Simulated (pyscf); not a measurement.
Single points on ωB97X-D3(BJ)/def2-SVP structures (PySCF, gas phase). MP2 and CC: frozen core, UHF for open shells. ΔMP2 is the change of the MP2 total energy from the triple- to the quadruple-zeta basis.

Estimate by transition-state theory the rate constant of `[BH2][NH][SiH3]` + `[ClH]` → `[SiH3][Cl]` + `[BH2][NH2]` (singlet surface; N–Si, Cl–H broken, Cl–Si, H–N formed) at 900 K, with CCSD(T)/def2-TZVPP + ΔMP2(QZVPP) energies (ideal gas, 1 atm, RRHO with modes under 100 cm⁻¹ raised to 100, one conformer, R ln 2 for chiral ones without a mode under 150 cm⁻¹; no tunnelling).

The electronic barrier is 22.7 kcal/mol and the thermal terms add +34.4, so ΔG‡ = 57.1 kcal/mol. With k_BT/h = 1.88e+13 s⁻¹ and RT = 1.788 kcal/mol, and a volume of 1.23e-19 cm³ per molecule at 1 atm, k = 3.1e-20 cm³ molecule⁻¹ s⁻¹. Wigner's tunnelling factor for 224i cm⁻¹ would be 1.01. A shift of 1 kcal/mol in the barrier changes k by a factor 1.7. The same reactants have a lower exit, to H₂N–SiH₃ + H₂B–Cl (barrier +14.7 kcal/mol at ωB97M-D3(BJ)/def2-TZVP, against +20.7 kcal/mol here). This is the saddle that the search found; another between the same sides may lie lower. The CCSD(T) − MP2 part came from Ansatz, without density fitting, on the same reference.
